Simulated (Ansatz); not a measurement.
H$_{3}$O$_{2}$P, SMILES `OPO`, relaxed with RKS PBE0-D4/def2-TZVP in the Gaussian-basis code of Ansatz from a PBE-D4/def2-SVP geometry. The force threshold is 0.005 eV/Å; the program also tests the step.

The species carries charge 0 and has multiplicity 1.

Start:

```xyz
6

O    -1.123   -0.613   -0.230
P     0.308    0.132   -0.732
O     1.296    0.094    0.617
H    -1.084   -1.550   -0.502
H    -0.264    1.456   -0.559
H     0.867    0.482    1.406
```

(1) By how much does the energy fall, and how many steps does the optimiser take? (An estimate is asked.)

(2) Which bonds change most? (An estimate is asked.)

(3) Give the relaxed structure. (An estimate is asked.)

## Answers

(1) Computed: 0.07 eV, in 6 steps, 1 of them rejected.

(2) Ansatz gave: O1–P2 from 1.690 to 1.647 Å; P2–O3 from 1.672 to 1.632 Å; P2–H5 from 1.453 to 1.428 Å; O1–H4 from 0.976 to 0.961 Å.

(3) The calculation gave: 
```xyz
6

O    -1.078   -0.611   -0.217
P     0.305    0.130   -0.717
O     1.266    0.106    0.601
H    -1.093   -1.528   -0.505
H    -0.259    1.432   -0.556
H     0.858    0.471    1.394
```
